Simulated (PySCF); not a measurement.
## Working out the ionisation energy of Mg

Mg [Ne] 3s2 (1S) → Mg⁺ [Ne] 3s1 (2S). Computed with PySCF 2.14 in def2-QZVPPD (9s5p5d2f, 63 functions), with no relativity, point nucleus. Frozen: 1s2. Energies in hartree (1 hartree = 27.21139 eV):

| part | Mg (lower) | Mg⁺ (upper) |
| --- | --- | --- |
| UHF | -199.614488 | -199.371738 |
| MP2 opposite-spin | -0.169373 | -0.143292 |
| MP2 same-spin | -0.053434 | -0.051055 |

Problem. What does Hartree-Fock give?

Solution. (-199.371738) − (-199.614488) = 0.242750 hartree = 6.606 eV.

Problem. What do MP2 and SCS-MP2 (6/5 opposite-spin, 1/3 same-spin) give?

Solution. The opposite-spin parts differ by 0.710 eV and the same-spin parts by 0.065 eV. MP2: 6.606 + (0.710) + (0.065) = 7.381 eV. SCS-MP2: 6.606 + 1.2 × (0.710) + (0.065)/3 = 7.480 eV.

Measured between the centres of the two terms (NIST): 7.646 eV, so MP2 (valence and next inner shell) is off by -0.265 eV.

What remains against the reference includes basis incompleteness, the frozen core and correlation beyond second order.
